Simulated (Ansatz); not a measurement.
```yaml
crystal:
  periodic: [false, false, false]
  atoms:
    - {symbol: N, position_ang: [0.000000, 0.000000, -1.280664]}
    - {symbol: N, position_ang: [0.000000, 0.000000, -0.131344]}
    - {symbol: P, position_ang: [0.000000, 0.000000, 1.412008]}
basis:
  gaussian: {orbitals: def2-TZVP}
magnetization: {spin_polarized: true, initial_magnetization: 1}
hamiltonian: {xc: pbe0}
relax: {f_tol: 0.004, max_steps: 80}
```

```sh
$ ansatz run in.yaml --threads 1 --pin off --events-out ev --progress --plain --max-ram 2176MiB
```

Steps of the relaxation (energy above the last step; positions in Å, forces in eV/Å):

```
3
step 1, 125.0 meV
N     0.000    0.000   -1.281    0.000    0.000    0.494
N     0.000    0.000   -0.131    0.000    0.000   -3.444
P     0.000    0.000    1.412    0.000    0.000    2.950
```

```
3
step 2, 55.5 meV
N     0.000    0.000   -1.287    0.000    0.000    0.497
N     0.000    0.000   -0.142    0.000    0.000   -2.305
P     0.000    0.000    1.430    0.000    0.000    1.808
```

```
3
step 3, 2.6 meV
N     0.000    0.000   -1.294    0.000    0.000   -0.362
N     0.000    0.000   -0.164    0.000    0.000   -0.005
P     0.000    0.000    1.457    0.000    0.000    0.367
```

```
3
step 5, 0.0 meV
N     0.000    0.000   -1.299    0.000    0.000    0.000
N     0.000    0.000   -0.167    0.000    0.000    0.000
P     0.000    0.000    1.467    0.000    0.000   -0.001
```

Close pairs at the end: N1–N2 1.132 Å, N2–P3 1.634 Å.

A stationary point of unrestricted PBE0 after 5 steps, with ⟨S²⟩ = 0.765 against 0.75 for a pure state; no frequencies were run, so it isn't proven a minimum. 11 s on 1 thread of Intel Xeon 6975P-C, shared host.
